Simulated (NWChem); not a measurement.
System: CH3O cation; SMILES C=[OH+]

Input file for NWChem:

```
start job
memory heap 200 mb stack 700 mb global 900 mb
charge 1
geometry units angstroms noautosym nocenter noautoz
  C     -0.008535     0.622070     0.000000
  O     -0.117472    -0.626634     0.000000
  H     -0.963394     1.189434     0.000000
  H      0.981145     1.131150     0.000000
  H      0.739593    -1.136317     0.000000
end
basis spherical
  C library def2-svp
  O library def2-svp
  H library def2-svp
end
dft
  xc m05-2x
  iterations 150
end
cosmo
  do_cosmo_smd true
  solvent methanol
end
task dft energy
```

Output (shortened):

```
             Northwest Computational Chemistry Package (NWChem) 7.3.0
             --------------------------------------------------------

                             Geometry "geometry" -> ""
                             -------------------------

 Output coordinates in angstroms (scale by  1.889725989 to convert to a.u.)

  No.       Tag          Charge          X              Y              Z
 ---- ---------------- ---------- -------------- -------------- --------------
    1 C                    6.0000    -0.00853500     0.62207000     0.00000000
    2 O                    8.0000    -0.11747200    -0.62663400     0.00000000
    3 H                    1.0000    -0.96339400     1.18943400     0.00000000
    4 H                    1.0000     0.98114500     1.13115000     0.00000000
    5 H                    1.0000     0.73959300    -1.13631700     0.00000000

 Effective nuclear repulsion energy (a.u.)      36.7260552094

                                 NWChem DFT Module
                                 -----------------

 Summary of "ao basis" -> "ao basis" (spherical)
 ------------------------------------------------------------------------------
       Tag                 Description            Shells   Functions and Types
 ---------------- ------------------------------  ------  ---------------------
 C                          def2-svp                 6       14   3s2p1d
 O                          def2-svp                 6       14   3s2p1d
 H                          def2-svp                 3        5   2s1p

 in cosmo_initialize ...
 calling solv_data for solv:methanol

 solvent parameters
 solvname_short: methanol
 solvname_long:  methanol
 dielec:       32.6130
 dielecinf:     1.7657
 nonaqueous SMD model solvent descriptors
 dielec:       32.6130
 sola:          0.4300
 solb:          0.4700
 solc:          0.0000
 solg:         31.7700
 solh:          0.0000
 soln:          1.3288

          ---------------
          -cosmo- solvent
          ---------------
 Cosmo: York-Karplus, doi: 10.1021/jp992097l
 dielectric constant -eps-     =  32.61
 screen = (eps-1)/(eps    )    =   0.96934
 surface charge correction     = lagrangian

   van der Waals surface
 --------------------------

[...]

                                COSMO-SMD solvation results
                                ---------------------------

             internal energy in gas <Psi(g)|H|Psi(g)> =      -114.672663471008
         internal energy in solvent <Psi(s)|H|Psi(s)> =      -114.671720234455
                               delta internal energy  =         0.000943236553 (    0.59 kcal/mol)
   total free energy in solvent <Psi(s)|H+V/2|Psi(s)> =      -114.803435677747
 polarization energy contribution <Psi(s)|V/2|Psi(s)> =        -0.131715443292 (  -82.65 kcal/mol)
    total free energy in solvent including G(SMD-CDS) =      -114.798679623392
                       G(SMD-CDS) energy contribution =         0.004756054354 (    2.98 kcal/mol)
     1 M fixed-concentration free energy of solvation =        -0.126016152385 (  -79.08 kcal/mol)

                       DFT Final Molecular Orbital Analysis
                       ------------------------------------

 Vector    6  Occ=2.000000D+00  E=-6.492445D-01
              MO Center= -3.3D-01,  1.5D-01,  6.2D-11, r^2= 1.3D+00
   Bfn.  Coefficient  Atom+Function         Bfn.  Coefficient  Atom+Function
  ----- ------------  ---------------      ----- ------------  ---------------
    19     -0.344986  2 O  py                 5      0.322969  1 C  py
    29      0.273506  3 H  s                  4     -0.265409  1 C  px
    18     -0.256092  2 O  px                22     -0.163222  2 O  py
    21     -0.157144  2 O  px                17      0.141331  2 O  s
     7     -0.100243  1 C  px                16      0.096762  2 O  s

 Vector    7  Occ=2.000000D+00  E=-5.812013D-01
              MO Center= -8.3D-02, -3.6D-01,  2.4D-10, r^2= 8.2D-01
   Bfn.  Coefficient  Atom+Function         Bfn.  Coefficient  Atom+Function
  ----- ------------  ---------------      ----- ------------  ---------------
    20      0.573462  2 O  pz                23      0.372341  2 O  pz
     6      0.287832  1 C  pz                 9      0.126633  1 C  pz
    11     -0.039249  1 C  d -1

 Vector    8  Occ=2.000000D+00  E=-5.028199D-01
              MO Center= -5.7D-02,  1.9D-01, -1.1D-11, r^2= 1.6D+00
   Bfn.  Coefficient  Atom+Function         Bfn.  Coefficient  Atom+Function
  ----- ------------  ---------------      ----- ------------  ---------------
    18      0.417875  2 O  px                 4     -0.351848  1 C  px
    34     -0.291885  4 H  s                 29      0.271846  3 H  s
    21      0.252636  2 O  px                39      0.197434  5 H  s
    17     -0.181763  2 O  s                 16     -0.124363  2 O  s
    19      0.114824  2 O  py                22      0.095657  2 O  py

 Vector    9  Occ=0.000000D+00  E=-7.395415D-02
              MO Center= -2.1D-02,  4.2D-01, -1.4D-10, r^2= 1.4D+00
   Bfn.  Coefficient  Atom+Function         Bfn.  Coefficient  Atom+Function
  ----- ------------  ---------------      ----- ------------  ---------------
     6      0.578814  1 C  pz                 9      0.548315  1 C  pz
    23     -0.371561  2 O  pz                20     -0.360014  2 O  pz

[...]
```

Level: M05-2X/def2-SVP, SMD on the gas-phase geometry. Coordinates come from a PBE-D3(BJ)/def2-SVP optimisation. Solvent: methanol.
